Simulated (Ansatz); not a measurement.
System: hcp Lu. Method: PBE-D4 (plane waves, PAW; Ansatz, a program for electronic structure).

Numerical settings: plane-wave cutoff 520 eV, 18×18×10 k mesh (along the axes of the cell as run), Fermi–Dirac smearing 0.05 eV, scalar-relativistic PAW data made under PBE.

Shape and atoms are relaxed at each volume.

Pressure at four volumes; x = ln(V/28.466 Å³). One pressure is withheld.

```json
[
 {"V (Å³/atom)": "27.327", "x": "-0.0408", "P (GPa)": "2.11"},
 {"V (Å³/atom)": "28.466", "x": "0.0000", "P (GPa)": "0.01"},
 {"V (Å³/atom)": "29.035", "x": "0.0198", "P (GPa)": "-0.91"},
 {"V (Å³/atom)": "29.604", "x": "0.0392", "P (GPa)": "?"}
]
```

Pass a parabola P(x) through the three rows shown, estimate the bulk modulus and its pressure derivative near zero pressure, and predict the withheld pressure.

Slopes between the rows: (0.01 − (2.11))/(0.0000 − (-0.0408)) = -51.47 and (-0.91 − (0.01))/(0.0198 − (0.0000)) = -46.46 GPa. Their difference over the span 0.0606 is c = 5.01/0.0606 = 82.7 GPa, so P(x) = 2.11 + (-51.47)(x − (-0.0408)) + 82.7 (x − (-0.0408))(x − (0.0000)). At the middle row B = −dP/dx = −[-51.47 + 82.7 × 0.0408] = 48.1 GPa, and B′ = dB/dP = 2c/B = 3.4. At x = 0.0392 the parabola gives -1.75 GPa; the run gives -1.75 GPa. The Birch–Murnaghan fit to the energies at all volumes has B0 = 47.9 GPa and B′ = 3.5.

Measured, for comparison: bulk modulus 47.6 GPa (room temperature, not corrected to a static lattice; as tabulated in Wikipedia's data pages). Computed (rounded) less measured: bulk modulus +0.6 %.

Note: the bulk modulus comes from volumes at which shape and atoms were relaxed.

Spin–orbit coupling is not included.
